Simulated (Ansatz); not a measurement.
System: C2H5S (charge -1, singlet). It need not be the lowest isomer of its formula. Whether it binds its extra electron was not tested at this geometry. 
Geometry from a B3LYP-D3(BJ)/def2-TZVP (Ansatz, a program for electronic structure) optimisation:
```
S
C 1 1.7219
H 2 1.0948 1 115.01
H 2 1.0948 3 112.50 1 -134.28
C 1 1.8949 2 110.92 3 -66.56
H 5 1.0945 1 110.03 2 -60.00
H 5 1.0945 6 108.90 1 -120.67
H 5 1.0988 6 109.19 7 -119.15
```
Charge -1, spin multiplicity 1.

Parts of the frozen-core correlation energy in cc-pV(D+d)Z (Ansatz, hartree). Frozen orbitals: 7; correlated occupied orbitals by spin: 10 and 10; virtual: 59 and 59. No spin-orbit coupling. Non-relativistic.

```json
[
 {"term": "reference (HF)", "value": "-476.09191"},
 {"term": "MP2 opposite-spin", "value": "?"},
 {"term": "MP2 same-spin", "value": "?"},
 {"term": "CCSD correlation", "value": "-0.48196"},
 {"term": "(T)", "value": "?"},
 {"term": "T1 diagnostic", "value": "0.014"},
 {"term": "largest doubles amplitude", "value": "0.035"}
]
```

What belongs in the gaps?


- MP2 opposite-spin, value: -0.33496
- MP2 same-spin, value: -0.10443
- (T), value: -0.01549
